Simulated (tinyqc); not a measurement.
Stretching all distances: RHF, UHF, MP2, CISD and CCSD against full CI in the sto-3g basis, for NH3, spin multiplicity 1. Computed by the program tinyqc with PySCF. All coordinates are multiplied by the scale. c0^2 is the weight of the RHF determinant in the lowest singlet FCI state (UHF is spin-contaminated and may lie near states of higher spin) and n(LUMO) the first natural occupation beyond the occupied space.

Geometry (angstrom):
```
atom        x        y       z
N      0.0000   0.0000  0.2730
H      0.9260   0.0000  0.0000
H     -0.4630   0.8020  0.0000
H     -0.4630  -0.8020  0.0000
```

Full CI energy (hartree) and errors against it (kcal/mol):
```
scale  distance 1-2 (angstrom)     E(FCI)      RHF     UHF     MP2    CISD    CCSD  <S^2> UHF   c0^2  n(LUMO)
0.960                    0.927  -55.47081   32.776  32.776   8.644   0.582   0.098      0.000  0.976    0.016
1.180                    1.139  -55.49812   52.257  52.257  15.495   1.991   0.346      0.000  0.947    0.040
1.390                    1.342  -55.39609   82.472  82.472  27.461   6.587   1.082      0.000  0.876    0.098
1.820                    1.757  -55.20867  195.844  44.193  76.924  45.561  -0.904      2.393  0.492    0.447
```

Estimate the missing row, scale = 1.61.

Computed row:
```
scale  distance 1-2 (angstrom)     E(FCI)      RHF     UHF     MP2    CISD   CCSD  <S^2> UHF   c0^2  n(LUMO)
1.610                    1.554  -55.28482  132.538  75.809  49.282  20.399  2.015      1.775  0.706    0.238
```

UHF parts from RHF first at scale 1.61 of those listed, where <S^2> leaves zero. The weight c0^2 goes from 0.98 to 0.49 and n(LUMO) from 0.02 to 0.45: static correlation grows as the bonds break into open-shell fragments. The spread of the error along the curve, which distorts its shape, is CCSD 2.9, CISD 45.0, UHF 49.7, MP2 68.3, RHF 163.1 kcal/mol. Below FCI somewhere: CCSD, as non-variational methods may be. The table stops here: at scale 2.04 and beyond, the reference weight falls under 0.45 or RHF, UHF or CCSD hop between solutions, so those rows were left out and the spreads given cover only the rows shown. As computed, partly on other solutions, the errors there reach in size RHF 339, UHF 68, MP2 174, CISD 135, CCSD 154 kcal/mol.
